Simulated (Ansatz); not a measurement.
# CH2BN (SMILES BC#N): levels of theory compared

Aim: a comparison of 6 runs (HF/STO-3G, BHLYP/def2-TZVP, PBE/def2-TZVP, PBE0/def2-TZVP, revPBE/def2-TZVP, wB97M-V/def2-TZVP) of CH2BN. 

Program for the calculation: Ansatz 0.2.0.

65 further runs of the same task are left out: 65 set aside as unsound or not needed. Runs told in other sessions of the task aren't counted.

**1. Starting point**

CH2BN: 5 atoms, total charge 0, spin state singlet. As SMILES, `BC#N`. The B1–H4 distance was set to 2.615 Å, away from the relaxed value. At this shape a bond of the SMILES string is far longer than usual.

Bond lengths: B1–C2 1.522 Å, C2–N3 1.154 Å, B1–H5 1.189 Å. Angles: B1–C2–N3 180.0°, C2–B1–H5 118.9°.

**2. The energy at HF/STO-3G (run 1)**

Input file input.yaml:

```yaml
crystal:
  periodic: [false, false, false]
  atoms:
    - symbol: B
      position_ang: [0.410915, 0.745977, 0.900929]
    - symbol: C
      position_ang: [0.982815, -0.392023, 1.733529]
    - symbol: "N"
      position_ang: [1.416615, -1.254923, 2.365029]
    - symbol: H
      position_ang: [-0.744300, 0.187400, -1.377600]
    - symbol: H
      position_ang: [0.504215, 1.858677, 1.308129]
basis:
  gaussian: {orbitals: STO-3G}
hamiltonian: {xc: hf}
accuracy: high
output: {orbitals: {seedname: orbitals}}
```

Run with:

```
$ ansatz run input.yaml --threads 1 --pin off --max-ram 3480MiB --events-out events.jsonl --progress --plain --runs-dir runs
```

Standard output:

```text
Warning: RAYON_NUM_THREADS=1 ignored (pool sized by the plan → 1); use --threads N
Functional definition: HF
  name "HF"
  exchange = exact_x
  correlation = 0
295 factors; integrals over basis functions are off by at most 7.7e-9 eV
mean field evaluation 1: about -3158.0349 eV, gradient 3.8e1 eV
mean field evaluation 2: about -3158.0361 eV, gradient 3.8e1 eV
mean field evaluation 4: about -3165.2615 eV, gradient 3.2e0 eV
mean field evaluation 8: about -3165.3321 eV, gradient 7.2e-2 eV
mean field -3165.32400384 eV, -116.3235116074 hartree, gradient 7.4e-8 eV, S^2 0.000000; 0 other end points of the search recorded, 0 dependent functions left out
reference -3165.32400384 eV, -116.3235116074 hartree; 10, 10 occupied and 7, 7 virtual orbitals, 295 factors
Total energy: -3165.32400384 eV, -116.3235116074 hartree
```

It took 0.08 s on 1 thread of Arm Neoverse V2, shared host.

**3. A single-point energy at BHLYP/def2-TZVP (run 2)**

Input file input.yaml:

```yaml
crystal:
  periodic: [false, false, false]
  atoms:
    - {symbol: B, position_ang: [0.410915, 0.745977, 0.900929]}
    - {symbol: C, position_ang: [0.982815, -0.392023, 1.733529]}
    - {symbol: N, position_ang: [1.416615, -1.254923, 2.365029]}
    - {symbol: H, position_ang: [-0.744300, 0.187400, -1.377600]}
    - {symbol: H, position_ang: [0.504215, 1.858677, 1.308129]}
basis:
  gaussian: {orbitals: def2-TZVP}
hamiltonian: {xc: {name: BHLYP}}
accuracy: high
output: {orbitals: {seedname: orbitals}}
```

Run with:

```
$ ansatz run input.yaml --threads 1 --pin off --max-ram 3480MiB --events-out events.jsonl --progress --plain --runs-dir runs
```

Standard output:

```text
Warning: RAYON_NUM_THREADS=1 ignored (pool sized by the plan → 1); use --threads N
Functional definition: BHLYP
  name "BHLYP"
  parameter a = 0.5
  exchange = (1 - a)*b88_x + a*exact_x
  correlation = lyp_c
1690 factors; integrals over basis functions are off by at most 3.7e-9 eV
mean field evaluation 1: about -3225.5029 eV, gradient 3.7e1 eV
mean field evaluation 2: about -3221.2565 eV, gradient 5.4e1 eV
mean field evaluation 4: about -3228.9275 eV, gradient 4.9e0 eV
mean field evaluation 8: about -3229.0137 eV, gradient 5.3e-2 eV
mean field evaluation 16: about -3229.0138 eV, gradient 8.0e-6 eV
mean field -3229.01377636 eV, -118.6640675771 hartree, gradient 7.1e-8 eV, S^2 0.000000; 0 other end points of the search recorded, 0 dependent functions left out
reference -3229.01380201 eV, -118.6640685198 hartree; 10, 10 occupied and 95, 95 virtual orbitals, 1690 factors
Total energy: -3229.01380201 eV, -118.6640685198 hartree
```

Wall time 4.5 s (1 thread of Arm Neoverse V2, shared host); peak memory 0.23 GiB.

Run 3 isn't shown in full; the table further down has it.

**4. The energy at PBE0/def2-TZVP (run 4)**

Input file input.yaml:

```yaml
crystal:
  periodic: [false, false, false]
  atoms:
    - {symbol: B, position_ang: [0.410915, 0.745977, 0.900929]}
    - {symbol: C, position_ang: [0.982815, -0.392023, 1.733529]}
    - {symbol: "N", position_ang: [1.416615, -1.254923, 2.365029]}
    - {symbol: H, position_ang: [-0.744300, 0.187400, -1.377600]}
    - {symbol: H, position_ang: [0.504215, 1.858677, 1.308129]}
basis:
  gaussian: {orbitals: def2-TZVP}
hamiltonian: {xc: {name: PBE0}}
output: {orbitals: {seedname: orbitals}}
accuracy: high
```

Run with:

```
$ ansatz run input.yaml --threads 1 --pin off --max-ram 3480MiB --events-out events.jsonl --progress --plain --runs-dir runs
```

Standard output:

```text
Warning: RAYON_NUM_THREADS=1 ignored (pool sized by the plan → 1); use --threads N
Functional definition: PBE0
  name "PBE0"
  parameter a = 0.25
  parameter kappa = 0.804
  parameter beta = 0.06672455060314922
  exchange = (1 - a)*pbe_x(kappa = kappa, mu = beta*pi^2/3) + a*exact_x
  correlation = pbe_c(beta = beta)
1690 factors; integrals over basis functions are off by at most 3.7e-9 eV
mean field evaluation 1: about -3221.5798 eV, gradient 4.4e1 eV
mean field evaluation 2: about -3194.5132 eV, gradient 9.8e1 eV
mean field evaluation 4: about -3224.7626 eV, gradient 2.1e1 eV
mean field evaluation 8: about -3226.9092 eV, gradient 3.1e-1 eV
mean field evaluation 16: about -3226.9073 eV, gradient 2.7e-5 eV
mean field -3226.90730454 eV, -118.5866561657 hartree, gradient 3.5e-8 eV, S^2 0.000000; 0 other end points of the search recorded, 0 dependent functions left out
reference -3226.90730711 eV, -118.5866562601 hartree; 10, 10 occupied and 95, 95 virtual orbitals, 1690 factors
Total energy: -3226.90730711 eV, -118.5866562601 hartree
```

Run time: 4.5 s. Hardware: 1 thread of Arm Neoverse V2, shared host; peak memory 0.23 GiB.

Run 5 isn't shown in full; the table further down has it.

**5. A single-point energy at wB97M-V/def2-TZVP (run 6)**

Input file molecule.yaml:

```yaml
crystal:
  periodic: [false, false, false]
  atoms:
    - symbol: B
      position_ang: [0.410915, 0.745977, 0.900929]
    - symbol: C
      position_ang: [0.982815, -0.392023, 1.733529]
    - symbol: "N"
      position_ang: [1.416615, -1.254923, 2.365029]
    - symbol: H
      position_ang: [-0.744300, 0.187400, -1.377600]
    - symbol: H
      position_ang: [0.504215, 1.858677, 1.308129]
basis:
  gaussian: {orbitals: def2-TZVP}
hamiltonian: {xc: {name: wB97M-V}}
accuracy: high
output: {orbitals: {seedname: orbitals}}
```

Run with:

```
$ ansatz run molecule.yaml --threads 1 --pin off --max-ram 3480MiB --events-out events.jsonl --progress --plain --runs-dir runs
```

Standard output:

```text
Warning: RAYON_NUM_THREADS=1 ignored (pool sized by the plan → 1); use --threads N
Functional definition: wB97M-V
  name "wB97M-V"
  parameter omega = 0.3/bohr
  parameter cx = 0.15
  parameter cx01 = 1.007
  parameter cx10 = 0.259
  parameter css00 = 0.443
  parameter css04 = -1.437
  parameter css10 = -4.535
  parameter css20 = -3.390
  parameter css43 = 4.278
  parameter cos00 = 1.000
  parameter cos10 = 1.358
  parameter cos20 = 2.924
  parameter cos21 = -8.812
  parameter cos60 = -1.390
  parameter cos61 = 9.142
  parameter b = 6.0
  parameter c = 0.01
  gx(w, u) = 1 - cx + cx01*u + cx10*w
  gss(w, u) = css00 + css04*u^4 + css10*w + css20*w^2 + css43*w^4*u^3
  gos(w, u) = cos00 + cos10*w + (cos20 + cos21*u)*w^2 + (cos60 + cos61*u)*w^6
  exchange = spin_sum(e_x_unif_sr(omega)*gx(b97_w, b97_u_x)) + cx*exact_x_sr(omega) + exact_x_lr(omega)
  correlation = spin_sum(e_c_pw_mod_same_spin*gss(b97_w, b97_u_same))
      + integral(e_c_pw_mod_opposite_spin*gos(b97_w_opposite, b97_u_opposite)) + vv10(b, c)
1690 factors; integrals over basis functions are off by at most 3.7e-9 eV
313 factors; integrals over basis functions are off by at most 1.6e-9 eV
mean field evaluation 1: about -3226.5769 eV, gradient 3.7e1 eV
mean field evaluation 2: about -3224.9505 eV, gradient 4.7e1 eV
mean field evaluation 4: about -3229.7424 eV, gradient 2.4e0 eV
mean field evaluation 8: about -3229.7621 eV, gradient 1.4e-1 eV
mean field evaluation 16: about -3229.7623 eV, gradient 5.4e-5 eV
mean field -3229.76228183 eV, -118.6915746458 hartree, gradient 3.5e-8 eV, S^2 0.000000; 0 other end points of the search recorded, 0 dependent functions left out
reference -3229.76228627 eV, -118.6915748091 hartree; 10, 10 occupied and 95, 95 virtual orbitals, 1690 factors
Total energy: -3229.76228627 eV, -118.6915748091 hartree
```

It took 31 s on 1 thread of Arm Neoverse V2, shared host; peak memory 0.4 GiB.

**6. All runs side by side**

```
run              level  energy (Eh)  HOMO energy (eV)  LUMO energy (eV)  HOMO–LUMO gap (eV)  wall time
  1          HF/STO-3G  -116.323512             -6.33              2.53                8.86     0.08 s
  2    BHLYP/def2-TZVP  -118.664069             -8.42             -2.96                5.45      4.5 s
  3      PBE/def2-TZVP  -118.594415             -6.72             -4.89                1.83      4.5 s
  4     PBE0/def2-TZVP  -118.586656             -7.62             -3.92                3.70      4.5 s
  5   revPBE/def2-TZVP  -118.725863             -6.68             -4.79                1.89      4.2 s
  6  wB97M-V/def2-TZVP  -118.691575             -9.49             -1.96                7.52       31 s
```

**7. What came out**

```
            quantity          value
 run 6: total energy  -118.69157 Eh
  run 6: HOMO energy       -9.49 eV
  run 6: LUMO energy       -1.96 eV
run 6: HOMO–LUMO gap        7.52 eV
```

**Reading.** The HOMO–LUMO gap runs from 1.83 eV (PBE/def2-TZVP) to 8.86 eV (HF/STO-3G). The two ends differ in method and basis. Totals of different functionals can't be ranked against each other. In run 1 the basis is minimal, so the values are rough. In all runs a closed-shell determinant meets a far-stretched bond; if it breaks into open shells, such a determinant describes it badly, and no broken-symmetry solution was shown. All runs together took 48 s, the longest 31 s.
